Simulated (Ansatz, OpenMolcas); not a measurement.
**A ladder of methods for BCl2 (SMILES Cl[B]Cl)**

BCl2: 3 atoms, total charge 0, spin state doublet. SMILES: `Cl[B]Cl`. The coordinates come from a PBE0-D4/def2-TZVP relaxation.

```xyz
3

Cl    0.3715   -1.5256    0.0300
B    -0.4639   -0.0503   -0.2569
Cl    0.0815    1.5111    0.2137
```

Each level gives the energy change with the Cl1–B2 bond stretched from 1.720 to 3.439 Å (eV). The values are calculated.

| level | kind | program | value (eV) | less FCI/STO-3G |
| --- | --- | --- | --- | --- |
| USVWN5/STO-3G | LDA | Ansatz | 4.67 | +1.25 |
| U-revPBE/STO-3G | GGA | Ansatz | 3.94 | +0.52 |
| U-r2SCAN/STO-3G | meta-GGA | OpenMolcas | 4.32 | +0.90 |
| UB3LYP/STO-3G | global hybrid | OpenMolcas | 4.00 | +0.58 |
| UHSE06/STO-3G | range-separated hybrid | Ansatz | 4.31 | +0.89 |
| UB2PLYP/STO-3G | double hybrid | Ansatz | 4.00 | +0.58 |
| UMP2/STO-3G | perturbation theory | Ansatz | 3.88 | +0.46 |
| CASSCF(3,3)/STO-3G | multireference | OpenMolcas | 3.24 | -0.18 |
| UCCSD(T)/STO-3G | coupled cluster or CI | Ansatz | 3.43 | +0.01 |
| FCI/STO-3G | exact in the basis | Ansatz | 3.42 | 0.00 |

FCI/STO-3G is exact within its basis and frozen core, so for wave-function methods in that basis the difference is their error; functionals converge differently with the basis, so for them it is only a difference. The first shape isn't each level's own minimum. The values span 3.24 to 4.67 eV. Spin contamination of the reference (⟨S²⟩ at least 0.1 too high) touches UMP2/STO-3G, UCCSD(T)/STO-3G. All rows use very small basis sets, so even the best lies far from the true value.
